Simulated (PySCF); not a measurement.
## Spin–spin coupling constants

Cartesian coordinates in Å; atom numbers follow the order of the lines, from 1:
```xyz
6

C     1.5430   -0.0705    0.3894
C     0.3425   -0.0162    0.1780
C    -1.1594    0.0545   -0.0805
O    -1.8327   -0.7123    0.6232
O    -1.4858    0.8682   -0.9567
H     2.5987   -0.1197    0.5764
```

Total charge -1.

Indirect spin–spin couplings were computed at B3LYP/pcJ-1 (PySCF 2.14.0 with density-fitted response routines) on a PBE0-D3(BJ)/def2-SVP structure, for the isolated molecule, without vibrational or relativistic corrections. Couplings are averaged over pairs made equivalent by symmetry, fast rotation or ring inversion, so a value needn't be that of the named pair in this geometry, while other rotamers aren't included; one pair stands for each set, and the list holds those of at least 0.8 Hz over up to four bonds.

Isotopes: 13C, 1H, 17O. Couplings to quadrupolar nuclei such as 17O and 33S are rarely resolved in practice.

```tsv
pair	bonds	J (Hz)
C1, C2	1	170.3
C1, H6	1	250.6
C2, C3	1	78.4
C3, O4	1	?
C1, C3	2	10.8
C2, O4	2	?
C2, H6	2	42.8
O4, O5	2	?
C1, O4	3	-4.3
C3, H6	3	3.0
```

Task: Estimate the withheld couplings, with signs.

Result: 
- 1J(C3,O4) = 26.5 Hz (bond length 1.240 Å)
- 2J(C2,O4) = -15.9 Hz (angle at C3 114°)
- 2J(O4,O5) = -6.1 Hz (angle at C3 132°)
